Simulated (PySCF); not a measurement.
# Static response to an electric field

Thietane 1,1-dioxide, C₃H₆O₂S.
Geometry (GFN2-xTB, Å), atoms numbered from 1 in this order:
```
atom  x, y, z in Å
O1     1.729    0.003   -1.700
S2     1.223    0.108   -0.361
O3     2.162    0.356    0.693
C4    -0.293    1.124   -0.209
C5    -0.962   -0.058    0.497
C6    -0.006   -1.177    0.078
H7    -0.689    1.326   -1.198
H8    -0.204    2.037    0.368
H9    -0.933    0.080    1.577
H10   -1.995   -0.224    0.193
H11   -0.312   -1.702   -0.820
H12    0.283   -1.874    0.856
```

Level: PBE0/def2-SVPD (PySCF), static field, nuclei fixed, core orbitals frozen in the response. The polarisability tensor in these axes (au):

```
x   64.80  0.57 -3.32
y    0.57 56.86 -0.47
z   -3.32 -0.47 56.41
```

**Question.** Give the principal values, the mean and the anisotropy Δα = √{½[(α1 − α2)² + (α2 − α3)² + (α1 − α3)²]}.

**Answer.** Principal values 55.21, 56.85 and 66.01 au; mean 59.35 au = 8.80 Å³ = 9.79 × 10⁻⁴⁰ C²·m²/J; Δα = 10.08 au (17 % of the mean).

**Question.** What is the dipole moment, and where does it point?

**Answer.** (-4.99, -0.49, 1.09) D, 5.13 D in size, pointing from the negative to the positive side. Measured along this direction, the outermost atoms are O1 and O3 at the negative end and H10 at the positive end.

**Question.** Give the eigenvalues of the traceless quadrupole moment Θ = ½Σq(3rr − r²1), origin at the centre of nuclear charge.

**Answer.** -5.32, -2.78, 8.10 D·Å. The values depend on the origin, since the dipole doesn't vanish. The electronic extent ⟨r²⟩ about the same centre is 572 bohr², a root-mean-square distance of 1.69 Å for the 56 electrons.

**Question.** What depolarisation ratio follows for Rayleigh scattering of linearly polarised light, taking the static tensor?

**Answer.** ρ = 3Δα²/(45ᾱ² + 4Δα²) = 304.7/(158535 + 406.3) = 0.00192.

**Question.** Refractivity n − 1 of an ideal gas of it at 500 K and 1 atm, from the electronic α?

**Answer.** N = p/kT = 1.4678 × 10¹⁹ cm⁻³, so n − 1 = 2π × N × 8.80 × 10⁻²⁴ cm³ = 811 × 10⁻⁶ at long wavelengths.

**Question.** Along which axes do the principal values lie, and how far do the nuclei extend along each?

**Answer.** Largest value along (0.94, 0.08, -0.33), where the nuclei span 4.15 Å; middle along (-0.12, 0.98, -0.12), 3.97 Å; least along (0.31, 0.16, 0.94), 2.52 Å. The response follows the extents in order.

Isolated species at its GFN2-xTB geometry (one conformer only).
